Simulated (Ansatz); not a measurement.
Relaxation of H$_{4}$O$_{2}$Si (7 atoms, charge 0, multiplicity 1), to a largest force component of 0.03 eV/Å in at most 50 steps.

All numbers below come from RKS B3LYP-D4/def2-SVP in Ansatz.

```xyz
7
Properties=species:S:1:pos:R:3
Si 0.058 -0.009 0.086
H 0.361 0.010 1.505
H 1.499 -0.013 -0.051
O -0.607 1.342 -0.594
H -1.571 1.362 -0.661
O -0.816 -1.338 -0.397
H -0.918 -2.050 0.249
```

Task: Where does it end, and by what steps?

Result: The forces met the threshold. The force dipped under the threshold on the way, but the program's further checks kept it going. After 13 steps the energy has fallen by 0.524 eV; O6 moved furthest, 0.42 Å.

```
step  energy less start (eV)  largest force component (eV/Å)  accepted
   0                  0.0000                           1.613       yes
   1                 -0.4547                           0.444       yes
   2                 -0.5078                           0.140       yes
   3                 -0.5119                           0.051       yes
   4                 -0.5056                           0.617        no
   5                 -0.5153                           0.088       yes
   6                 -0.5176                           0.028       yes
   7                 -0.4661                           1.321        no
   8                 -0.5180                           0.076       yes
   9                 -0.5186                           0.114       yes
  10                 -0.5201                           0.097       yes
  11                 -0.5207                           0.195       yes
  12                 -0.5217                           0.070       yes
  13                 -0.5238                           0.020       yes
```

```xyz
7
Properties=species:S:1:pos:R:3
Si 0.152 -0.039 0.104
H 0.030 0.098 1.591
H 1.553 0.022 -0.362
O -0.608 1.233 -0.650
H -1.523 1.426 -0.414
O -0.449 -1.528 -0.335
H -1.151 -1.909 0.204
```

Time of the run: 29 s on 1 thread of Arm Neoverse V1 (shared host), peak memory 0.12 GiB.
